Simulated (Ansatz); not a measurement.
Reactions of C3H5ClO (`C=C(O)CCl`).

Isolated molecules relaxed with PBE0-D4/def2-TZVP in Ansatz; ΔE leaves out vibrations. CCSD(T)/CBS adds triple-zeta CCSD(T) − MP2 to the extrapolated MP2 energy (def2 sets, frozen cores). This one scheme is used for every species, atoms too. Functionals use def2-TZVPP. No spin–orbit coupling; open shells (•) take unrestricted orbitals. Spin–orbit coupling would lower the free atoms: a little for C, Cl, O. One conformer a species, not always the lowest.

```tsv
reaction	CCSD(T)/CBS(def2) (eV)
`C=C(O)CCl` → 3 C• + Cl• + 5 H• + O•	40.89
`C=C(O)CCl` + CH₃NH₂ → `C=C(O)NC` + `CCl`	-0.11
`C=C(O)CCl` → `ClCC1CO1`	0.70
`C=C(O)CCl` + H₂O → `C=C(O)O` + `CCl`	?
`C=C(O)CCl` + H₂O → `C=C(O)CO` + HCl	0.21
```

(1) Fill in the missing values. (Best estimate.)

Largest T1 diagnostic: 0.012, for `C=C(O)O`.

Answers

(1) The calculation gave: `C=C(O)CCl` + H₂O → `C=C(O)O` + `CCl`: +0.24 eV.
